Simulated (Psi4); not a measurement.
# A workflow on SiN2H5 (SMILES N[SiH]N)

We compute a geometry optimisation (UB3LYP-D3(BJ)/def2-TZVP), then the harmonic vibrations of SiN2H5. 

Program for the calculation: Psi4 1.11.

**1. The structure to begin with**

The species is SiN2H5 (8 atoms), meant as a doublet with charge 0. SMILES: `N[SiH]N`. The coordinates come from a PBE0-D4/def2-TZVP relaxation. This is one conformer, not always the lowest. The run starts from this shape.

Bond lengths: N1–Si2 1.713 Å, Si2–N3 1.720 Å, N1–H4 1.008 Å, N1–H5 1.005 Å, Si2–H6 1.504 Å, N3–H7 1.008 Å, N3–H8 1.008 Å. Angles: N1–Si2–N3 106.1°, N1–Si2–H6 117.2°, N3–Si2–H6 103.6°, Si2–N1–H4 122.2°, Si2–N1–H5 121.8°, Si2–N3–H7 120.2°, Si2–N3–H8 119.6°, H4–N1–H5 112.8°, H7–N3–H8 111.5°.

**2. A structure relaxation at UB3LYP-D3(BJ)/def2-TZVP (density fitting) (run 1)**

File input.in:

```
memory 1.6 GB

molecule {
  0 2
  N     -1.027000     0.622100    -0.768300
  Si     0.527700     0.579900    -0.050700
  N      0.789500    -1.052600     0.425100
  H     -1.817900     0.144500    -0.364600
  H     -1.296600     1.349400    -1.406800
  H      0.716400     1.354100     1.225100
  H      0.730800    -1.794000    -0.255200
  H      1.468900    -1.260500     1.139500
}

set {
  basis def2-TZVP
  reference uks
  geom_maxiter 60
}

e = opt('b3lyp-d3bj2b')
print_variables()
```

Started as:

```sh
$ psi4 -n 1 input.in input.out
```

input.out:

```text
[...]
  Running in c1 symmetry.
[...]
  Nuclear repulsion =  111.028710907775093
[...]
  Multiplicity = 2
[...]
  Nalpha       = 17
  Nbeta        = 16
[...]
    Number of basis functions: 129
[...]
   @DF-UKS iter   1:  -401.52567288184565    4.41052e-03   9.35779e-03 ADIIS/DIIS
[...]
   @DF-UKS iter   8:  -402.10394021813329   -4.77485e-12   3.05733e-09 DIIS
[...]
   @S^2 Observed:                7.522749756E-01
[...]
    Orbital Energies [Eh]
    ---------------------
    Alpha Occupied:
       1A    -66.109875     2A    -14.297167     3A    -14.289493
       4A     -5.268039     5A     -3.628892     6A     -3.625489
       7A     -3.624590     8A     -0.858022     9A     -0.835265
      10A     -0.528325    11A     -0.497662    12A     -0.489065
      13A     -0.412447    14A     -0.367539    15A     -0.301475
      16A     -0.265084    17A     -0.174928
    Alpha Virtual:
      18A      0.022074    19A      0.026772    20A      0.080176
      21A      0.092739    22A      0.094158    23A      0.097717
      24A      0.113123    25A      0.191765    26A      0.212220
[...]
  @DF-UKS Final Energy:  -402.10394021813329
   => Energetics <=
    Nuclear Repulsion Energy =            110.7551505555430111
    One-Electron Energy =                -773.6324059678269123
    Two-Electron Energy =                 290.4141123565341331
    DFT Exchange-Correlation Energy =     -29.6317787069811693
    Empirical Dispersion Energy =          -0.0090184554023070
    VV10 Nonlocal Energy =                  0.0000000000000000
    Total Energy =                       -402.1039402181332889
[...]
 Multipole Moments:
 ------------------------------------------------------------------------------------
     Multipole            Electronic (a.u.)      Nuclear  (a.u.)        Total (a.u.)
 ------------------------------------------------------------------------------------
 L = 1.  Multiply by 2.5417464519 to convert [e a0] to [Debye]
 Dipole X            :          0.8892216           -1.0749985           -0.1857770
 Dipole Y            :          0.6329229           -1.0126938           -0.3797709
 Dipole Z            :         -0.8521075            0.7586563           -0.0934512
 Magnitude           :                                                    0.4329805
[...]
  -Total Gradient:
     Atom            X                  Y                   Z
    ------   -----------------  -----------------  -----------------
       1       -0.000011473238    -0.000031765219    -0.000062327052
       2        0.000019270834    -0.000053005144     0.000070116826
       3        0.000054188488     0.000097437823    -0.000019304500
       4        0.000020633740     0.000017597938     0.000039386726
       5        0.000000073783     0.000014251040     0.000034904338
       6       -0.000008518598     0.000028088197     0.000015609901
       7       -0.000045674195     0.000025155706     0.000034299347
       8       -0.000001520399    -0.000012062164    -0.000012646707
[...]
    Final optimized geometry and variables:
    Molecular point group: c1
    Full point group: C1
    Geometry (in Angstrom), charge = 0, multiplicity = 2:
    N           -1.217515511069     0.463604221940    -0.663732546203
    SI           0.347685343536     0.418259567123     0.043180314224
    N            0.606118759380    -1.220634830220     0.519322704054
    H           -1.999448156936    -0.050936199397    -0.286272344246
    H           -1.496605798658     1.180937606304    -1.310546786746
    H            0.534061452787     1.185676046479     1.320674628077
    H            0.526038865132    -1.967811196950    -0.153449995603
    H            1.279271360470    -1.440180413412     1.237402601857
  Variable Map:
  ----------------------------------------------------------------------------
[...]
```

On the terminal:

```text
Optimizer: Optimization complete!
```

It took 1.7 min on 1 thread of AMD EPYC 7R43 (Zen 3), shared host; peak memory 0.84 GiB.

The path in brief:

| step | energy from the first frame kept (eV) | largest force (eV/Å) |
| --- | --- | --- |
| 0 | 0.0000 | 0.2299 |
| 1 | -0.0017 | 0.0268 |
| 2 | -0.0018 | 0.0140 |
| 3 | -0.0019 | 0.0151 |
| 4 | -0.0019 | 0.0089 |
| 5 | -0.0020 | 0.0058 |

After the run. Bond lengths: N1–Si2 1.718 Å, Si2–N3 1.726 Å, N1–H4 1.009 Å, N1–H5 1.005 Å, Si2–H6 1.502 Å, N3–H7 1.009 Å, N3–H8 1.008 Å. Angles: N1–Si2–N3 106.0°, N1–Si2–H6 116.7°, N3–Si2–H6 103.4°, Si2–N1–H4 122.6°, Si2–N1–H5 122.4°, Si2–N3–H7 120.5°, Si2–N3–H8 120.2°, H4–N1–H5 112.9°, H7–N3–H8 111.5°.

**3. Vibrational wavenumbers at UB3LYP-D3(BJ)/def2-TZVP (density fitting) (run 2)**

File h5n2si.py:

```python
import psi4

psi4.set_memory(1600000000)
psi4.set_num_threads(1)
psi4.core.set_output_file('output.dat', False)

molecule = psi4.geometry("""
0 2
N     -1.033357     0.627272    -0.760151
Si     0.531844     0.581928    -0.053238
N      0.790277    -1.056967     0.422905
H     -1.815290     0.112732    -0.382690
H     -1.312448     1.344606    -1.406965
H      0.718220     1.349344     1.224257
H      0.710197    -1.804143    -0.249868
H      1.463430    -1.276512     1.140985
""")

psi4.set_options(dict(reference='uks', t=298.15, rotational_symmetry_number=1))

energy_value = psi4.frequency("b3lyp-d3bj2b/def2-TZVP")
print('E =', round(energy_value, 9))
```

Started as:

```sh
$ python h5n2si.py
```

output.dat:

```text
[...]
  Running in c1 symmetry.
[...]
  Nuclear repulsion =  110.755127808830181
[...]
  Multiplicity = 2
[...]
  Nalpha       = 17
  Nbeta        = 16
[...]
    Number of basis functions: 129
[...]
   @DF-UKS iter   1:  -401.52638761380797   -7.17211e-03   9.34941e-03 ADIIS/DIIS
[...]
   @DF-UKS iter  13:  -402.10393694198621   -6.76437e-12   6.45615e-09 DIIS
[...]
   @S^2 Observed:                7.522748467E-01
[...]
    Orbital Energies [Eh]
    ---------------------
    Alpha Occupied:
       1A    -66.109898     2A    -14.296930     3A    -14.289495
       4A     -5.268061     5A     -3.628914     6A     -3.625511
       7A     -3.624611     8A     -0.858267     9A     -0.835412
      10A     -0.528463    11A     -0.497810    12A     -0.489120
      13A     -0.412548    14A     -0.367596    15A     -0.301530
      16A     -0.265086    17A     -0.174935
    Alpha Virtual:
      18A      0.022157    19A      0.026798    20A      0.080237
      21A      0.092796    22A      0.094225    23A      0.097784
      24A      0.113154    25A      0.191760    26A      0.212220
[...]
  @DF-UKS Final Energy:  -402.10393694198621
   => Energetics <=
    Nuclear Repulsion Energy =            110.7666756322199006
    One-Electron Energy =                -773.6531649410064801
    Two-Electron Energy =                 290.4242463277210504
    DFT Exchange-Correlation Energy =     -29.6326753087665153
    Empirical Dispersion Energy =          -0.0090186521541138
    VV10 Nonlocal Energy =                  0.0000000000000000
    Total Energy =                       -402.1039369419862055
[...]
 Multipole Moments:
 ------------------------------------------------------------------------------------
     Multipole            Electronic (a.u.)      Nuclear  (a.u.)        Total (a.u.)
 ------------------------------------------------------------------------------------
 L = 1.  Multiply by 2.5417464519 to convert [e a0] to [Debye]
 Dipole X            :          0.8893192           -1.0749997           -0.1856805
 Dipole Y            :          0.6329384           -1.0126933           -0.3797549
 Dipole Z            :         -0.8523009            0.7586579           -0.0936430
 Magnitude           :                                                    0.4329666
[...]
  -Total Gradient:
     Atom            X                  Y                   Z
    ------   -----------------  -----------------  -----------------
       1       -0.000013584444    -0.000031143386    -0.000067706294
       2        0.000035074021    -0.000033172448     0.000098546027
       3        0.000596007739    -0.000759392598     0.000047365633
       4        0.000020915335     0.000016721858     0.000041226154
       5       -0.000000480458     0.000014760097     0.000030911116
       6       -0.000012755181     0.000031222502     0.000017707758
       7        0.000164162320     0.000733743697     0.000883998770
       8       -0.000762684323     0.000112779769    -0.000951768724
[...]
  ==> Harmonic Vibrational Analysis <==
[...]
  Freq [cm^-1]                 202.9741            234.1602            278.7159
[...]
  IR activ [km/mol]            82.7030              3.7231             102.9180
[...]
  Freq [cm^-1]                 377.1902            440.4065            658.6912
[...]
  IR activ [km/mol]            34.6573             169.2903            13.6431
[...]
  Freq [cm^-1]                 704.5655            792.9528            833.9015
[...]
  IR activ [km/mol]            12.6214             14.3672             76.0201
[...]
  Freq [cm^-1]                 864.7722            912.7274           1567.3583
[...]
  IR activ [km/mol]            65.1791             122.0778            64.9497
[...]
  Freq [cm^-1]                1581.5689           2074.1860           3552.2646
[...]
  IR activ [km/mol]            44.5532             191.9277             5.6740
[...]
  Freq [cm^-1]                3560.4379           3652.0750           3670.2004
[...]
  IR activ [km/mol]            28.2118             22.2819             34.9345
[...]
  Total E_0, Enthalpy at 0 [K]                                                         -402.04480093 [Eh]
[...]
  Total H, Enthalpy at  298.15 [K]                                                     -402.03839564 [Eh]
[...]
  Total G, Gibbs energy at  298.15 [K]                                                 -402.07248024 [Eh]
[...]
```

The script printed:

```text
Warning: used thermodynamics relations inappropriate for low-frequency modes: ['202.9741' '234.1602' '278.7159' '377.1902' '440.4065']
E = -402.103940218
```

Wall time 15 min (1 thread of AMD EPYC 7R43 (Zen 3), shared host); peak memory 0.88 GiB.

**4. What came out**

| quantity | value |
| --- | --- |
| run 1, UB3LYP-D3(BJ)/def2-TZVP: total energy at the end | -402.10394 Eh |
| run 1, UB3LYP-D3(BJ)/def2-TZVP: dipole moment | 1.10 D |
| run 1, UB3LYP-D3(BJ)/def2-TZVP: HOMO energy (highest over α and β) | -4.76 eV |
| run 1, UB3LYP-D3(BJ)/def2-TZVP: LUMO energy (lowest over α and β) | -1.76 eV |
| run 1, UB3LYP-D3(BJ)/def2-TZVP: dispersion energy | -23.68 kJ/mol |
| run 1, UB3LYP-D3(BJ)/def2-TZVP: ⟨S²⟩ | 0.752 |
| run 2, UB3LYP-D3(BJ)/def2-TZVP: lowest harmonic wavenumber | 203 cm⁻¹ |
| run 2, UB3LYP-D3(BJ)/def2-TZVP: highest harmonic wavenumber | 3670 cm⁻¹ |
| run 2, UB3LYP-D3(BJ)/def2-TZVP: zero-point energy | 155.3 kJ/mol |
| run 2, UB3LYP-D3(BJ)/def2-TZVP: ideal-gas entropy at 298.15 K (symmetry number 1 as used) | 71.7 cal/(mol K) |

**Reading.** The optimisation (run 1, UB3LYP-D3(BJ)/def2-TZVP) took 6 steps and changed the energy by -0.002 eV. All 18 modes (run 2, UB3LYP-D3(BJ)/def2-TZVP) are real, so the shape is a minimum at this level.
